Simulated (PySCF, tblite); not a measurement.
# C₃N₂ (triplet): geometry, infrared bands and EPR parameters

Aim: predict the infrared bands and EPR parameters of C₃N₂ (triplet) (`N#C[C]C#N`).

Programs: tblite 0.8.0 and PySCF 2.14.0, with density-fitted response routines of our own. Each step states its level of theory. These are calculated values for one molecule in the gas phase, unless marked as measured. Atoms count from 0, in the outputs and in this text.

### 1 The starting structure

5 atoms, charge 0, multiplicity 3; geometry from: force field or distance geometry start.

Bonds of the start (Å): N0–C1 1.18, C1–C2 1.47, C2–C3 1.48, C3–N4 1.17.

### 2 Geometry optimisation with GFN2-xTB

What the job is given:

```
{"job": {"kind": "relax", "xc": "GFN2-xTB", "basis": "xTB"}, "charge": 0, "multiplicity": 3}
N      2.181000     0.564100    -0.219900
C      1.196400    -0.090900    -0.238900
C      0.001400    -0.948700    -0.224200
C     -1.203300    -0.089100    -0.246500
N     -2.166800     0.567400    -0.226100
```

Run with:

```bash
OMP_NUM_THREADS=1 python probes_run.py task.json out
```

One launch serves the whole session: the jobs run in the order shown.

Output:

```text
step      E/eV     max force
  0    -326.47251    6.108
  1    -327.11784    3.722
  2    -326.99538    8.845
  3    -327.41634    1.638
  4    -327.41044    2.453
  5    -327.45094    0.587
  6    -327.46488    0.636
  7    -327.49912    1.234
  8    -327.54119    0.986
  9    -327.57557    1.013
 10    -327.61854    1.456
 11    -327.66145    2.096
 12    -327.71779    1.875
 13    -327.76963    1.289
 14    -327.81257    0.310
 15    -327.73935    3.155
 16    -327.83551    0.381
 17    -327.84601    0.240
 18    -327.84091    1.678
 19    -327.86291    0.163
 20    -327.86787    0.102
 21    -327.87157    0.513
 22    -327.87375    0.137
 23    -327.87454    0.062
 24    -327.87500    0.064
 25    -327.87507    0.043
 26    -327.87513    0.029
 27    -327.87520    0.035
 28    -327.87524    0.025
 29    -327.87525    0.022
 30    -327.87526    0.012
 31    -327.87526    0.006
```

Wall time 0.06 s (1 thread of Arm Neoverse V2, shared host).

Step by step: (the energy doesn't fall at every step)

```csv
step,energy from step 0 (eV),largest force (eV/Å)
0,0.0000,6.1084
1,-0.6453,3.7224
2,-0.5229,8.8446
3,-0.9438,1.6384
4,-0.9379,2.4531
5,-0.9784,0.5868
6,-0.9924,0.6363
7,-1.0266,1.2340
8,-1.0687,0.9857
9,-1.1031,1.0134
10,-1.1460,1.4564
11,-1.1889,2.0964
12,-1.2453,1.8746
13,-1.2971,1.2893
14,-1.3401,0.3102
15,-1.2668,3.1549
16,-1.3630,0.3810
17,-1.3735,0.2397
18,-1.3684,1.6777
19,-1.3904,0.1633
20,-1.3954,0.1019
21,-1.3991,0.5134
22,-1.4012,0.1373
23,-1.4020,0.0623
24,-1.4025,0.0638
25,-1.4026,0.0426
26,-1.4026,0.0285
27,-1.4027,0.0349
28,-1.4027,0.0248
29,-1.4027,0.0217
30,-1.4028,0.0121
31,-1.4028,0.0061
```

Distances of close pairs at the start and the end, largest changes first:

```csv
bond,before (Å),after (Å),change (Å)
C2–C3,1.480,1.306,-0.174
C1–C2,1.471,1.306,-0.165
C3–N4,1.166,1.175,+0.008
N0–C1,1.183,1.175,-0.008
```

The end geometry stands in the next job.

### 3 Harmonic vibrations with GFN2-xTB

What the job is given:

```
{"job": {"kind": "ir", "xc": "GFN2-xTB", "basis": "xTB"}, "charge": 0, "multiplicity": 3}
N      2.482465    -0.017196    -0.225488
C      1.307998    -0.008585    -0.229144
C      0.001700    -0.000792    -0.233442
C     -1.304517     0.009795    -0.233546
N     -2.479023     0.019631    -0.234011
```

Output:

```text
mode    cm-1     km/mol
  1     108.8     17.21
  2     109.0     17.20
  3     360.4      0.00
  4     360.4      0.00
  5     434.7     12.04
  6     434.7     12.03
  7     773.2      0.00
  8    1627.3      3.65
  9    1957.3     11.28
 10    2132.2      0.00
```

Wall time 0.04 s (1 thread of Arm Neoverse V2, shared host).

The strongest bands and the atoms that carry them (share of the mass-weighted mode):

```csv
cm⁻¹,km/mol,atoms
109,17.2,"C2 49 %, N0 23 %, N4 23 %"
109,17.2,"C2 49 %, N0 23 %, N4 23 %"
435,12.0,"C2 33 %, C1 28 %, C3 28 %"
435,12.0,"C2 33 %, C3 28 %, C1 28 %"
1627,3.6,"C2 73 %, N4 13 %, N0 13 %"
1957,11.3,"C3 31 %, C1 31 %, N4 15 %, N0 15 %"
```

### 4 g tensor and hyperfine couplings: B3LYP/pcH-1

Same as in step 3 but for these lines:

```diff
@@ -1,2 +1,2 @@
-{"job": {"kind": "ir", "xc": "GFN2-xTB", "basis": "xTB"}, "charge": 0, "multiplicity": 3}
+{"job": {"kind": "epr", "basis": "pcH-1"}, "charge": 0, "multiplicity": 3}
 N      2.482465    -0.017196    -0.225488
```

Level: UKS B3LYP, pcH-1 on C N, non-relativistic, mean-field spin-orbit, GIAO.

Output:

```text
UKS, coarse grid
  cycle   1  E = -223.63039762  |g| = 3.08e-01
  cycle   2  E = -223.32343091  |g| = 8.73e-01
  cycle   3  E = -223.68572922  |g| = 4.45e-02
  cycle   4  E = -223.68794191  |g| = 1.41e-02
  cycle   5  E = -223.68839776  |g| = 6.59e-03
  cycle   6  E = -223.68845050  |g| = 4.11e-03
  cycle   7  E = -223.68846269  |g| = 1.08e-03
  cycle   8  E = -223.68846327  |g| = 8.92e-04
UKS, final grid
  cycle   1  E = -223.68846501  |g| = 2.23e-03
  cycle   2  E = -223.68845071  |g| = 5.87e-03
  cycle   3  E = -223.68846745  |g| = 6.98e-05
  cycle   4  E = -223.68846745  |g| = 7.54e-05
  cycle   5  E = -223.68846745  |g| = 4.35e-05
  cycle   6  E = -223.68846745  |g| = 1.17e-05
internal stability: stable
E = -223.68846745 Eh   <S^2> = 2.0716 (exact 2.0000)
g shifts (ppm)      1          2          3
  rmc          -199       -199       -199
  gc             45         15         15
  oz_so           0       1210       1210
  total        -153       1026       1026
hyperfine (MHz)  atom isotope    a_iso     a_fc   dipolar eigenvalues
    0   14N       8.80       8.80    -18.41      9.20      9.20
    1   13C     -55.28     -55.28    -10.47    -10.47     20.94
    2   13C      59.56      59.56    -54.79     27.40     27.40
    3   13C     -55.29     -55.29    -10.47    -10.47     20.94
    4   14N       8.80       8.80    -18.41      9.21      9.21
zero-field splitting (cm-1)  D = 0.6812  E = 0.0000  (spin-spin 0.4135, spin-orbit 0.2677)
```

It took 18 s on 1 thread of Arm Neoverse V2, shared host; peak memory 0.39 GiB.

Principal g values 2.00217, 2.00335, 2.00335; g(iso) = 2.00295, against 2.00232 for a free electron.

Hyperfine couplings; where a row names several nuclei, a(iso) is their mean (it holds for fast rotation or exchange) and the dipolar term the largest among them:

```csv
nuclei,isotope,a(iso) (MHz),"a(iso) (G, at g = 2.0023)",largest dipolar term (MHz)
C2,13C,59.6,21.3,-54.8
"C1, C3",13C,-55.3,-19.7,20.9
"N0, N4",14N,8.8,3.1,-18.4
```

Zero-field splitting: D = 0.681 cm⁻¹ (spin-spin 0.413, spin-orbit 0.268), E = 0.000 cm⁻¹.

Mulliken spin populations:

```csv
atom,value (e)
N0,0.76
C1,-0.39
C2,1.26
C3,-0.39
N4,0.76
```

Orbitals, density, ELF and potential are computed afterwards from the orbital file.

ELF in a plane through or near 5 of the atoms.

Ten even steps from ' ' (0.00) to '@' (0.96):
```
                                                        
                                                        
            ......        ....        ......            
        ..::--::::::::..::----::..::::::::--::..        
        ::======::----::::====::::----::======::        
      ::++####**++++++==++****++==++++++**####++::      
      ==##@@%%######**############**######%%@@##==      
    ..**%%@@%%**%%%%==%%%%++++%%%%==%%%%**%%@@%%**..    
    ::##@@@@++--%%**==##%%--::@@**==##%%..++@@@@##..    
    ::##@@@@==::%%**++**%%----@@**++####::==@@@@##::    
    ..##@@@@**--%%##--##%%--::@@##--##%%--**@@@@##..    
    ..++%%@@@@##%%%%++%%%%****%%##++%%%%##@@@@%%**..    
      ==**%%%%##**##****########****##**##%%%%**--      
      ..==****++======--==++++====++====++****--..      
        ..------::::::..::----::..::::::------..        
            ........    ........    ........            
                          ....                          
                                                        
                                                        
                                                        
```
The map spans 10.2 Å across and 5.2 Å up, centred on the molecule. Atoms in the plane (x, y in Å): N0 (2.5, 0.0), C1 (1.3, 0.0), C2 (0.0, 0.0), C3 (-1.3, 0.0), N4 (-2.5, 0.0).

log10 of the density (e/Å³) in the same plane.

Ten even steps from '0' (-4.0) to '9' (2.0):
```
0000001111111221111111000000
0000112222222222222222110000
0001223333333333333333221000
0012234444444444444444322000
0012344444444444444444432100
0023445555555555555555443200
0123456666666666666666543210
0124567776666666666777654210
0134567877877877797797654310
0134567977977887797797654320
0134567877877777777777654210
0124466666666666666666644210
0123455655555555555565543210
0013345555555555555555433100
0012334444444444444444332100
0001223333333333333333221000
0001122333333333333332211000
0000011222222222222221100000
0000000111111111111110000000
0000000000000000000000000000
```
The map spans 10.2 Å across and 5.2 Å up, centred on the molecule. Atoms in the plane (x, y in Å): N0 (2.5, 0.0), C1 (1.3, 0.0), C2 (0.0, 0.0), C3 (-1.3, 0.0), N4 (-2.5, 0.0).

On the surface of density 0.002 e/bohr³ the electrostatic potential runs, from the 1st to the 99th percentile, from -1.03 V near N0 to 1.16 V near C2.

The spin density lies nearest to C2 34 %; N0, N4 about 24 % each; C1, C3 about 9 % each (beta excess).

### 5 Outcome

```
                                 quantity                value
strongest single infrared mode (GFN2-xTB)  109 cm⁻¹, 17 km/mol
             zero-point energy (GFN2-xTB)        11.9 kcal/mol
                             D, E (B3LYP)    0.681, 0.000 cm⁻¹
                           g(iso) (B3LYP)              2.00295
                                     ⟨S²⟩   2.072 (exact 2.00)
       largest a(iso) (averaged by class)  13C on C2, 59.6 MHz
    surface potential, 1st and 99th percentile   -1.03 V and 1.16 V
```

In words: Relaxing lowered the energy by 1.403 eV in 31 steps; the close pair that moved most is C2–C3, from 1.480 to 1.306 Å. All 10 modes are real, so the xTB geometry is a minimum. Unscaled tight-binding wavenumbers are off by several per cent, some by more. Its intensities can rank the bands wrongly. The largest share of the spin, 1.26 e, sits on C2. The isotropic g lies 0.6 ppt above the free-electron value. The triplet studied here may not be the ground state; the singlet was not compared.
